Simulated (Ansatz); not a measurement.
Input for Ansatz (development build ahead of 0.2.0):

```yaml
crystal:
  periodic: [false, false, false]
  atoms:
    - { symbol: Cl, position_ang: [0.0, 0.0, 0.0] }
    - { symbol: O, position_ang: [0.0, 0.0, 2.916] }
basis:
  gaussian: { orbitals: pcseg-2 }
total_charge: 1
magnetization:
  initial_magnetization: 2
hamiltonian:
  xc: { name: B3LYP }
```

The input is written out in the form of the current development build from the run's settings.

Results

```yaml
Converged: yes
Total_energy: -534.77922 hartree
Spin_squared_of_the_determinant: 2.000
Stability_test: minimum among restricted orbitals
```
